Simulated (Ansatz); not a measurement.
**Equilibrium lattice constant a of 1T (CdI2-type) SnSe2 at several levels of theory**

No measured value is used here.

Task: Put these levels in order of the equilibrium lattice constant a that they give for 1T (CdI2-type) SnSe2, smallest first: LC-ωPBE (Ansatz, a quantum-chemistry and plane-wave program), LDA (Ansatz), PBE (Ansatz), r²SCAN-D4 (Ansatz).

Result: LC-ωPBE (3.767 Å), LDA (3.800 Å), r²SCAN-D4 (3.829 Å), PBE (3.872 Å)

LC-ωPBE, PBE: the cell comes from a level without a dispersion term, which matters for the spacing of layers, chains or molecules. LDA: LDA has no dispersion term either, though it tends to give short spacings of layers, chains or molecules. PBE: for a layered or molecular solid the relaxed cell lies over 5 % above the published volume, where the minimum can be shallow. Cutoffs and k meshes differ between the levels. Ansatz's density-functional and Hartree–Fock values are scalar-relativistic unless marked +SOC, with PAW data made under PBE.
